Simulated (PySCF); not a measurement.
These 7 structures share the formula C5H9F. Level of theory: PBE0-D3(BJ)/def2-SVP geometry optimisation, gas phase in PySCF. Energies are electronic, without zero-point or thermal terms, for one conformer each. No frequencies were run at this level. Point groups hold within 0.08 Å.

**Question.** Order them by energy at this level, lowest first, and give relative energies in kJ/mol.
A. `[CH2:1]=[CH:2][C@H:3]([CH3:4])[CH2:5][F:6]` with C1–C2–C3–C4 -113°, C2–C3–C5–F6 64°
B. `[CH3:1]/[CH:2]=[CH:3]\[C@H:4]([CH3:5])[F:6]` with C2–C3–C4–C5 -105°
C. `[CH2:1]=[CH:2][C@H:3]([F:4])[CH2:5][CH3:6]` with C1–C2–C3–F4 4°, C2–C3–C5–C6 -179°
D. `[CH3:1][CH2:2][C@@H:3]1[CH2:4][C@H:5]1[F:6]` with C1–C2–C3–C4 -82°
E. `[CH3:1]/[CH:2]=[C:3](/[F:4])[CH2:5][CH3:6]` with C2–C3–C5–C6 119°
F. `[F:1][CH:2]1[CH2:3][CH2:4][CH2:5][CH2:6]1` with F1–C2–C3–C4 76°, C2–C3–C4–C5 24°, C3–C4–C5–C6 0°, C4–C5–C6–C2 -25°
G. `FC(=C(C)C)C`

**Answer.** F (0.0), G (52.4), E (65.7), B (82.1), C (86.4), A (98.6), D (100.4).

As drawn, the highest has a three-membered ring, which the lowest lacks. Neighbours under 10 kJ/mol apart (C/C=C\[C@H](C)F and C=C[C@H](F)CC; C=C[C@H](C)CF and CC[C@@H]1C[C@H]1F) can change places with a better method, another conformer or zero-point energy.

```json
{"SMILES": "FC1CCCC1", "E (Eh)": "-295.25660", "E rel (kJ/mol)": "0.0", "dipole (D)": "1.68", "point group": "Cs", "A, B, C (MHz)": "5050, 3610, 2918"}
{"SMILES": "CC(C)=C(C)F", "E (Eh)": "-295.23666", "E rel (kJ/mol)": "52.4", "dipole (D)": "1.50", "point group": "–", "A, B, C (MHz)": "4669, 3091, 1927"}
{"SMILES": "C/C=C(/F)CC", "E (Eh)": "-295.23157", "E rel (kJ/mol)": "65.7", "dipole (D)": "1.60", "point group": "C1", "A, B, C (MHz)": "4976, 2490, 1821"}
{"SMILES": "C/C=C\\[C@H](C)F", "E (Eh)": "-295.22532", "E rel (kJ/mol)": "82.1", "dipole (D)": "2.13", "point group": "C1", "A, B, C (MHz)": "6131, 2000, 1821"}
{"SMILES": "C=C[C@H](F)CC", "E (Eh)": "-295.22369", "E rel (kJ/mol)": "86.4", "dipole (D)": "1.62", "point group": "C1", "A, B, C (MHz)": "7722, 2147, 1830"}
{"SMILES": "C=C[C@H](C)CF", "E (Eh)": "-295.21906", "E rel (kJ/mol)": "98.6", "dipole (D)": "1.53", "point group": "C1", "A, B, C (MHz)": "5131, 2435, 1977"}
{"SMILES": "CC[C@@H]1C[C@H]1F", "E (Eh)": "-295.21836", "E rel (kJ/mol)": "100.4", "dipole (D)": "1.70", "point group": "C1", "A, B, C (MHz)": "9590, 1827, 1702"}
```
